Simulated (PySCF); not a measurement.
# [NO2]− (nitrite): PBE/def2-TZVPPD

What is the vertical singlet–triplet gap of [NO2]− (nitrite) at PBE/def2-TZVPPD? 

Program for the calculation: PySCF 2.14.0.

1 further run of the same task is left out (set aside as unsound or not needed).

### Step 1. The system as given

[NO2]− has 3 atoms, charge -1, and is taken as a singlet. As SMILES, `O=N[O-]`. The shape is that of a GFN2-xTB optimisation.

Bond lengths: O1–N2 1.272 Å, N2–O3 1.272 Å. Angles: O1–N2–O3 117.3°.

### Step 2. A single-point energy at PBE/def2-TZVPPD

File geometry.xyz:

```xyz
3
NO2
O      0.332300     1.015250     0.295330
N      0.330220    -0.248730     0.154080
O     -0.662520    -0.766520    -0.449410
```

File job.py:

```python
# nitrite
from pyscf import gto, dft

mol = gto.M(
    atom='geometry.xyz',
    basis='def2-tzvppd',
    max_memory=1860,
    verbose=4,
    charge=-1,
    spin=0,
)

mf = dft.RKS(mol, xc='pbe')
mf.conv_tol = 1e-10
mf.grids.level = 5
mf.kernel()
if not mf.converged:
    mf = mf.newton().run(mf.mo_coeff, mf.mo_occ)

energy = mf.e_tot
print('E = %.10f Eh' % energy)
```

Command:

```bash
OMP_NUM_THREADS=1 python job.py
```

Log:

```text
PySCF version 2.14.0

[INPUT] num. atoms = 3
[INPUT] num. electrons = 24
[INPUT] charge = -1
[INPUT] spin (= nelec alpha-beta = 2S) = 0
[INPUT] symmetry False subgroup None
[INPUT] Mole.unit = angstrom
[INPUT] Symbol           X                Y                Z      unit          X                Y                Z       unit  Magmom
[INPUT]  1 O      0.332300000000   1.015250000000   0.295330000000 AA    0.627955991193   1.918544447965   0.558092816368 Bohr   0.0
[INPUT]  2 N      0.330220000000  -0.248730000000   0.154080000000 AA    0.624025360854  -0.470031578963   0.291169001273 Bohr   0.0
[INPUT]  3 O     -0.662520000000  -0.766520000000  -0.449410000000 AA   -1.251981352047  -1.448512869002  -0.849261817641 Bohr   0.0

nuclear repulsion = 62.1883611346428
number of shells = 41
number of NR pGTOs = 162
number of NR cGTOs = 117
basis = def2-tzvppd
ecp = {}

******** <class 'pyscf.dft.rks.RKS'> ********
method = RKS
initial guess = minao
damping factor = 0
level_shift factor = 0
DIIS = <class 'pyscf.scf.diis.CDIIS'>
diis_start_cycle = 1
diis_space = 8
diis_damp = 0
SCF conv_tol = 1e-10
SCF conv_tol_grad = None
SCF max_cycles = 50
direct_scf = True
direct_scf_tol = 1e-13
XC library pyscf.dft.libxc version 7.0.0
    S. Lehtola, C. Steigemann, M. J.T. Oliveira, and M. A.L. Marques.,  SoftwareX 7, 1–5 (2018)
XC functionals = pbe
    J. P. Perdew, K. Burke, and M. Ernzerhof.,  Phys. Rev. Lett. 77, 3865 (1996)
    J. P. Perdew, K. Burke, and M. Ernzerhof.,  Phys. Rev. Lett. 78, 1396 (1997)
    J. P. Perdew, K. Burke, and M. Ernzerhof.,  Phys. Rev. Lett. 77, 3865 (1996)
    J. P. Perdew, K. Burke, and M. Ernzerhof.,  Phys. Rev. Lett. 78, 1396 (1997)
radial grids:
    Treutler-Ahlrichs [JCP 102, 346 (1995); DOI:10.1063/1.469408] (M4) radial grids

becke partition: Becke, JCP 88, 2547 (1988); DOI:10.1063/1.454033
pruning grids: <function nwchem_prune>
grids dens level: 5
symmetrized grids: False
atomic radii adjust function: <function treutler_atomic_radii_adjust>
small_rho_cutoff = 0
Set gradient conv threshold to 1e-05
Initial guess from minao.
tot grids = 128072
init E= -205.29365077457
  HOMO = -0.26045253547764  LUMO = -0.123247373073603  gap/eV = 3.73354
cycle= 1 E= -204.820245757189  delta_E= 0.473  |g|= 1.14  |ddm|= 1.59
  HOMO = 0.176521384762996  LUMO = 0.206040005557144  gap/eV = 0.80324
cycle= 2 E= -202.906606321642  delta_E= 1.91  |g|= 3.16  |ddm|= 23.7
  HOMO = 0.0082798442167018  LUMO = 0.107714250845056  gap/eV = 2.70575
cycle= 3 E= -205.048587456511  delta_E= -2.14  |g|= 0.16  |ddm|=   23
  HOMO = 0.0598164686980453  LUMO = 0.165134201956187  gap/eV = 2.86584
cycle= 4 E= -205.050482249409  delta_E= -0.00189  |g|= 0.148  |ddm|= 1.39
  HOMO = 0.0421516385182394  LUMO = 0.143787375008745  gap/eV = 2.76565
cycle= 5 E= -205.054818221099  delta_E= -0.00434  |g|= 0.041  |ddm|=  0.7
  HOMO = 0.0482174008345096  LUMO = 0.15006301075966  gap/eV = 2.77136
cycle= 6 E= -205.055126083023  delta_E= -0.000308  |g|= 0.0187  |ddm|= 0.232
  HOMO = 0.0479385310120646  LUMO = 0.149797598735002  gap/eV = 2.77173
cycle= 7 E= -205.055177619219  delta_E= -5.15e-05  |g|= 0.0096  |ddm|= 0.0193
  HOMO = 0.0470895512236636  LUMO = 0.148947773869731  gap/eV = 2.77170
cycle= 8 E= -205.055197033515  delta_E= -1.94e-05  |g|= 0.000577  |ddm|= 0.0236
  HOMO = 0.0469823938277661  LUMO = 0.14884502909311  gap/eV = 2.77182
cycle= 9 E= -205.055197107296  delta_E= -7.38e-08  |g|= 8.34e-05  |ddm|= 0.00215
  HOMO = 0.0469765095144916  LUMO = 0.148841961618032  gap/eV = 2.77190
cycle= 10 E= -205.055197108384  delta_E= -1.09e-09  |g|= 1.37e-05  |ddm|= 0.000219
  HOMO = 0.0469748913774799  LUMO = 0.148839739908046  gap/eV = 2.77188
cycle= 11 E= -205.055197108425  delta_E= -4.12e-11  |g|= 2.61e-06  |ddm|= 4.91e-05
  HOMO = 0.0469741789490671  LUMO = 0.148838948684935  gap/eV = 2.77188
Extra cycle  E= -205.055197108418  delta_E= 6.99e-12  |g|= 6.71e-06  |ddm|= 2.63e-05
converged SCF energy = -205.055197108418
E = -205.0551971084 Eh
```

Run time: 11 s. Hardware: 1 thread of Arm Neoverse V2, shared host; peak memory 0.61 GiB.

### Step 3. The triplet at the same level

File input.xyz:

```xyz
3
NO2
O      0.332300     1.015250     0.295330
N      0.330220    -0.248730     0.154080
O     -0.662520    -0.766520    -0.449410
```

File calc.py:

```python
from pyscf import gto, dft

mol = gto.M(
    atom='input.xyz',
    spin=2,
    verbose=4,
    basis='def2-tzvppd',
    max_memory=1860,
    charge=-1,
)

mf = dft.UKS(mol, xc='pbe')
mf.grids.level = 5
mf.conv_tol = 1e-10
mf.kernel()
if not mf.converged:
    mf = mf.newton().run(mf.mo_coeff, mf.mo_occ)

e_tot = mf.e_tot
print('E(%s) = %.9f' % ('PBE', e_tot))
```

Command:

```bash
OMP_NUM_THREADS=1 python calc.py
```

Log:

```text
PySCF version 2.14.0

[INPUT] num. atoms = 3
[INPUT] num. electrons = 24
[INPUT] charge = -1
[INPUT] spin (= nelec alpha-beta = 2S) = 2
[INPUT] symmetry False subgroup None
[INPUT] Mole.unit = angstrom
[INPUT] Symbol           X                Y                Z      unit          X                Y                Z       unit  Magmom
[INPUT]  1 O      0.332300000000   1.015250000000   0.295330000000 AA    0.627955991193   1.918544447965   0.558092816368 Bohr   0.0
[INPUT]  2 N      0.330220000000  -0.248730000000   0.154080000000 AA    0.624025360854  -0.470031578963   0.291169001273 Bohr   0.0
[INPUT]  3 O     -0.662520000000  -0.766520000000  -0.449410000000 AA   -1.251981352047  -1.448512869002  -0.849261817641 Bohr   0.0

nuclear repulsion = 62.1883611346428
number of shells = 41
number of NR pGTOs = 162
number of NR cGTOs = 117
basis = def2-tzvppd
ecp = {}

******** <class 'pyscf.dft.uks.UKS'> ********
method = UKS
initial guess = minao
damping factor = 0
level_shift factor = 0
DIIS = <class 'pyscf.scf.diis.CDIIS'>
diis_start_cycle = 1
diis_space = 8
diis_damp = 0
SCF conv_tol = 1e-10
SCF conv_tol_grad = None
SCF max_cycles = 50
direct_scf = True
direct_scf_tol = 1e-13
number electrons alpha = 13  beta = 11
XC library pyscf.dft.libxc version 7.0.0
    S. Lehtola, C. Steigemann, M. J.T. Oliveira, and M. A.L. Marques.,  SoftwareX 7, 1–5 (2018)
XC functionals = pbe
    J. P. Perdew, K. Burke, and M. Ernzerhof.,  Phys. Rev. Lett. 77, 3865 (1996)
    J. P. Perdew, K. Burke, and M. Ernzerhof.,  Phys. Rev. Lett. 78, 1396 (1997)
    J. P. Perdew, K. Burke, and M. Ernzerhof.,  Phys. Rev. Lett. 77, 3865 (1996)
    J. P. Perdew, K. Burke, and M. Ernzerhof.,  Phys. Rev. Lett. 78, 1396 (1997)
radial grids:
    Treutler-Ahlrichs [JCP 102, 346 (1995); DOI:10.1063/1.469408] (M4) radial grids

becke partition: Becke, JCP 88, 2547 (1988); DOI:10.1063/1.454033
pruning grids: <function nwchem_prune>
grids dens level: 5
symmetrized grids: False
atomic radii adjust function: <function treutler_atomic_radii_adjust>
small_rho_cutoff = 0
Set gradient conv threshold to 1e-05
tot grids = 128072
init E= -205.29365077457
[... the frontier-level lines of each cycle are left out ...]


cycle= 1 E= -204.785110799204  delta_E= 0.509  |g|= 0.713  |ddm|= 1.17



cycle= 2 E= -203.063444953039  delta_E= 1.72  |g|= 2.07  |ddm|=  7.7


cycle= 3 E= -204.962779725034  delta_E= -1.9  |g|= 0.116  |ddm|= 7.52


cycle= 4 E= -204.960521777392  delta_E= 0.00226  |g|= 0.151  |ddm|= 0.515


cycle= 5 E= -204.962389732019  delta_E= -0.00187  |g|= 0.137  |ddm|= 0.273


cycle= 6 E= -204.969918916413  delta_E= -0.00753  |g|= 0.028  |ddm|= 0.135


cycle= 7 E= -204.970232276766  delta_E= -0.000313  |g|= 0.00465  |ddm|= 0.0371


cycle= 8 E= -204.970243030951  delta_E= -1.08e-05  |g|= 0.000702  |ddm|= 0.0115


cycle= 9 E= -204.970243220522  delta_E= -1.9e-07  |g|= 0.000221  |ddm|= 0.000726


cycle= 10 E= -204.970243243504  delta_E= -2.3e-08  |g|= 3.97e-05  |ddm|= 0.000338


cycle= 11 E= -204.970243244491  delta_E= -9.87e-10  |g|= 6.27e-06  |ddm|= 8.77e-05


cycle= 12 E= -204.970243244508  delta_E= -1.72e-11  |g|= 2.21e-06  |ddm|= 8.92e-06


Extra cycle  E= -204.970243244443  delta_E= 6.49e-11  |g|= 1.25e-05  |ddm|= 1.28e-05
converged SCF energy = -204.970243244443  <S^2> = 2.0051182  2S+1 = 3.0034102
E(PBE) = -204.970243244
```

It took 21 s on 1 thread of Arm Neoverse V2, shared host; peak memory 0.62 GiB.

### Step 4. What came out

Level: PBE/def2-TZVPPD.

| quantity | value |
| --- | --- |
| singlet: total energy | -205.05520 Eh |
| singlet: HOMO energy | 1.28 eV |
| singlet: LUMO energy | 4.05 eV |
| singlet: HOMO–LUMO gap (to an unbound level, set by the basis) | 2.77 eV |
| triplet: total energy | -204.97024 Eh |
| triplet: HOMO energy (highest over α and β) | 3.78 eV |
| triplet: ⟨S²⟩ | 2.005 |
| vertical energy of the triplet above the singlet | 2.312 eV |

**Reading.** At this shape the triplet lies 2.31 eV (223 kJ/mol) above the singlet. Mulliken charges (singlet) run from -0.42 on O3 to -0.15 on N2; in a basis this large or diffuse they mean little. The HOMO (singlet) lies at positive energy, 1.28 eV, as semi-local functionals often give for anions; only total energies tell whether the electron is bound. Mulliken charges (triplet) run from -0.52 on O3 to +0.04 on N2; in a basis this large or diffuse they mean little. The HOMO (triplet) lies at positive energy, 3.78 eV, as semi-local functionals often give for anions; only total energies tell whether the electron is bound.
